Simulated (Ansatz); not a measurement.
Single points on Mg₃H₄.

```yaml
crystal:
  periodic: [false, false, false]
  atoms:
    - {symbol: Mg, position_ang: [1.413531, 1.218021, -0.783632]}
    - {symbol: Mg, position_ang: [-1.329549, 0.241376, 1.924887]}
    - {symbol: Mg, position_ang: [-0.165987, -0.806826, -0.477583]}
    - {symbol: H, position_ang: [0.011771, 0.861169, 0.742460]}
    - {symbol: H, position_ang: [-0.155210, 0.493648, -1.761066]}
    - {symbol: H, position_ang: [-1.429826, -1.295934, 0.734285]}
    - {symbol: H, position_ang: [1.655271, -0.711455, -0.379350]}
basis:
  gaussian: {orbitals: def2-TZVP, initial_orbitals: start.molden}
magnetization: {spin_polarized: true, initial_magnetization: 2}
hamiltonian: {xc: r2scan, dispersion: d4}
scf: {omitted_lower_state_checks: [starts]}
output: {orbitals: {seedname: orbitals}}
```

The file start.molden holds the orbitals of an earlier run on this structure, at another level or in another basis.

```sh
$ ansatz run in.yaml --threads 4 --pin off --events-out ev --progress --plain --max-ram 3916MiB
```

Output, abridged:

```
Functional definition: r2SCAN
1040 factors; their error is unknown
mean field evaluation 1: about -16394.6334 eV, gradient 4.0e0 eV
mean field evaluation 2: about -16394.6572 eV, gradient 3.6e-2 eV
mean field evaluation 4: about -16394.6418 eV, gradient 6.1e-5 eV
mean field -16394.64182089 eV, -602.4919742304 hartree, gradient 1.7e-5 eV, S^2 2.002631; 0 other end points of the search recorded, 0 dependent functions left out
reference -16394.64184559 eV, -602.4919751382 hartree; 21, 19 occupied and 99, 101 virtual orbitals, 1040 factors
Total energy: -16394.69340092 eV, -602.4938697614 hartree
Checks for a lower state left out: starts
```

It took 3.5 s on 4 threads of Arm Neoverse V2 on a shared host.

As the first input, with `hamiltonian: {xc: {text: "exchange = 0.95*pbe_x + 0.05*exact_x\ncorrelation = pbe_c"}}` (abridged; 1.8 s):

```
Functional definition: unnamed
mean field -16386.56443693 eV, -602.1951358449 hartree, gradient 2.2e-5 eV, S^2 2.001344
Total energy: -16386.56448533 eV, -602.1951376236 hartree
Checks for a lower state left out: starts
```

First input, but with `hamiltonian: {xc: {text: "exchange = 0.90*pbe_x + 0.10*exact_x\ncorrelation = pbe_c"}}` (abridged; 1.8 s):

```
Functional definition: unnamed
mean field -16386.91243456 eV, -602.2079245219 hartree, gradient 1.1e-5 eV, S^2 2.001353
Total energy: -16386.91248052 eV, -602.2079262109 hartree
Checks for a lower state left out: starts
```

The first input with `gaussian: {orbitals: 6-31G}`, `hamiltonian: {xc: {name: B3LYP}, dispersion: d4}` (abridged; 1.2 s):

```
Functional definition: B3LYP
mean field evaluation 16: about -16396.7567 eV, gradient 4.7e-5 eV
mean field -16396.75674181 eV, -602.5696961407 hartree, gradient 4.7e-5 eV, S^2 2.001028
Total energy: -16397.10371696 eV, -602.5824472421 hartree
Checks for a lower state left out: starts
```

The first input with `hamiltonian: {xc: {text: "exchange = 0.85*pbe_x + 0.15*exact_x\ncorrelation = pbe_c"}}` (abridged; 1.6 s):

```
Functional definition: unnamed
mean field -16387.26571213 eV, -602.2209072333 hartree, gradient 5.5e-5 eV, S^2 2.001365
Total energy: -16387.26575565 eV, -602.2209088325 hartree
Checks for a lower state left out: starts
```

The first input with `hamiltonian: {xc: {name: PBE-QIDH}}` and without the key `output` (abridged; 2.4 s):

```
Functional definition: PBE-QIDH
mean field -16379.07670805 eV, -601.9199668840 hartree, gradient 2.4e-6 eV, S^2 2.001655
3 core orbitals not correlated: weight in the atoms' cores, before any rotation towards them, 1.000 or more for the frozen orbitals, at most 0.000 for the correlated occupied ones
second order -17.75822272 eV of doubles, -0.00000000 eV of singles
Total energy: -16384.99613174 eV, -602.1375016920 hartree
Checks for a lower state left out: starts
```

First input, but with `hamiltonian: {xc: {text: "exchange = 0.50*pbe_x + 0.50*exact_x\ncorrelation = pbe_c"}}` (abridged; 1.9 s):

```
Functional definition: unnamed
mean field -16389.87579546 eV, -602.3168260264 hartree, gradient 1.3e-5 eV, S^2 2.001471
Total energy: -16389.87582156 eV, -602.3168269853 hartree
Checks for a lower state left out: starts
```

Geometry: r2SCAN-D4/def2-TZVP.

B3LYP takes the VWN-RPA correlation. Correlated methods freeze 3 core orbitals; core or outer-core shells of Mg are correlated, in sets that lack core-valence functions. At PBE0-D4/def2-TZVP a singlet of charge 0 lies 0.54 eV below the triplet, each at its own geometry. The structure comes from a short search, and lower isomers may exist.
